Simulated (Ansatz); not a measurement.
The first iterations of a band of BH₅N₂ (8 atoms, charge 0, multiplicity 1).

Theory: Ansatz 0.2.0, RKS r2SCANh/def2-SVPD.

* movable images: 5
* climbing image: yes
* spring: 5.0 eV/Å²
* optimiser: quadratic models (default)
* start path: through a guess of the saddle point
* force threshold: 0.03 eV/Å
* iteration limit: 60
* end points: relaxed

First end point:

```xyz
8
Properties=species:S:1:pos:R:3
N -0.972 0.515 -0.580
B 0.196 0.393 0.206
N 0.851 -0.843 0.400
H -1.419 -0.255 -1.054
H -1.437 1.396 -0.718
H 0.649 1.380 0.731
H 1.682 -0.929 0.960
H 0.543 -1.716 0.000
```

Last end point:

```xyz
8
Properties=species:S:1:pos:R:3
N -0.972 0.516 -0.580
B 0.196 0.394 0.206
N 0.851 -0.843 0.400
H -1.419 -0.255 -1.053
H -1.437 1.396 -0.718
H 0.649 1.381 0.731
H 0.541 -1.716 0.001
H 1.682 -0.929 0.959
```

| iteration | highest image above the first end (eV) | largest band force component (eV/Å) |
| --- | --- | --- |
| 1 | 13.489 | 76.159 |
| 2 | 3.310 | 20.322 |
| 3 | 1.572 | 10.052 |

Question: Does the band converge within its limit, and where does its top end?

Answer: It converged. It ended after 9 iterations with the highest image 0.653 eV above the first end. A vibrational analysis at the climbing image gives one clearly imaginary mode, 430i cm⁻¹: a first-order saddle point.

The run took 96 s on 2 threads of Arm Neoverse V1, with other jobs on the host, peak memory 0.18 GiB.
